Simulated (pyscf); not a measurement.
Single points on ωB97X-D3(BJ)/def2-SVP structures (PySCF, gas phase). Correlated levels are frozen-core, on RHF or UHF. ΔMP2 is the change of the MP2 total energy from the triple- to the quadruple-zeta basis.

`[CH2]=[C]=[CH2]` + `[BrH]` → `[CH]#[C][CH3]` + `[BrH]`
Surface: singlet. Broken: C–H, Br–H. Formed: C–H, Br–H. Give ΔE‡ and ΔE from MP2/def2-QZVPP, relative to the separated reactants.

ΔE‡ = 109.1 kJ/mol, ΔE = -19.8 kJ/mol. CCSD(T)/def2-TZVPP + ΔMP2(QZVPP) gives 120.1 kJ/mol and -5.4 kJ/mol. Zero-point energy shifts the barrier by 0.0 kJ/mol. It is a concerted two-bond exchange, with an imaginary mode of 861i cm⁻¹. On the product side the descent ends in a complex, 17.9 kJ/mol under the separated species and 133.9 kJ/mol under the saddle at ωB97X-D3(BJ)/def2-TZVP. One saddle was located; it need not be the lowest between these sides. The CCSD(T) − MP2 part came from Ansatz, without density fitting, on the same reference. The frozen core leaves the outer d or s,p core shells of the metals and heavy elements correlated in the MP2 and CC values, and def2-TZVPP describes them poorly, which can shift differences by a few kcal/mol. Elements up to Kr have no core potential and no relativistic terms here.
